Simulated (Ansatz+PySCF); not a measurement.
The numbers below are computed, except where a source is named.
This PySCF input gave a total energy of -152.89351 hartree.

```python
from pyscf import gto, scf, mp

mol = gto.M(atom="""
C -0.978290 -0.647810 0.000000
C 0.000000 0.506280 0.000000
H -0.455550 -1.607840 0.000000
H -1.617630 -0.563270 0.881060
H -1.617630 -0.563270 -0.881060
O 1.195070 0.447940 0.000000
""", basis='cc-pvtz', charge=0, spin=1)
mf = scf.UHF(mol)
mf.kernel()
pt = mp.MP2(mf, frozen=3).run()
print(mf.e_tot, pt.e_corr, pt.e_tot)
```

Question: Write an input for Ansatz with the same method and basis set.

Answer:

```yaml
crystal:
  periodic: [false, false, false]
  atoms:
    - { symbol: C, position_ang: [-0.97829, -0.64781, 0.0] }
    - { symbol: C, position_ang: [0.0, 0.50628, 0.0] }
    - { symbol: H, position_ang: [-0.45555, -1.60784, 0.0] }
    - { symbol: H, position_ang: [-1.61763, -0.56327, 0.88106] }
    - { symbol: H, position_ang: [-1.61763, -0.56327, -0.88106] }
    - { symbol: O, position_ang: [1.19507, 0.44794, 0.0] }
basis:
  gaussian: { orbitals: cc-pVTZ }
magnetization:
  spin_polarized: true
  initial_magnetization: 1
hamiltonian:
  xc: hf
correlation:
  method: mp2
  frozen_orbitals: { C: 1, H: 0, O: 1 }
scf:
  omitted_lower_state_checks: [stability, starts, atomic_configurations, cluster_reference, orbital_swaps, given_window_search, neighbouring_geometries, increment]
```

Ansatz (development build ahead of 0.2.0) gave -152.89350 hartree, 0.06 meV from the first.
